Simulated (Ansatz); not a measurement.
Ge–Al–OH⁺, doublet: the ladder up to UCCSDT(Q)

Geometry: that of the Ge–Al–OH, triplet, kept fixed.

```
atom   x (Å)   y (Å)    z (Å)
  Al  0.0000  0.0000  -0.4578
  Ge  0.0000  0.0000  -2.8770
   O  0.0000  0.0000   1.1936
   H  0.0000  0.0000   2.1412
```

Basis cc-pVDZ; Ansatz 0.2.0. Only valence electrons are correlated (noble-gas cores and the filled d shells of p-block atoms frozen), which leaves 13 electrons in 44 orbitals. R marks a restricted (for open shells ROHF) determinant, U an unrestricted one. No spin–orbit coupling is included, and no scalar relativity.

Full CI isn't at hand for all of this; UCCSDT(Q) serves as the reference, and is uncertain by the last step of the cluster series or more.

The UHF ⟨S²⟩ is 0.771, the T1 diagnostic (RCCSD) is 0.0215 and the largest doubles amplitude (RCCSD) is 0.077. The T1 diagnostic (UCCSD) is 0.0204.

Problem. From what is known of these methods and the diagnostics, rank them by the size of their error in total energy against UCCSDT(Q) in cc-pVDZ, smallest first (an estimate: the text doesn't fix the numbers).
A. UCCSD
B. UMP2
C. UCCSD(T)
D. UHF
E. UCCSDT

Solution. E (26 meV), C (55 meV), A (272 meV), B (987 meV), D (8560 meV).

All errors are against UCCSDT(Q) in cc-pVDZ. Within each family the higher level lies nearer, as is usual though not guaranteed.
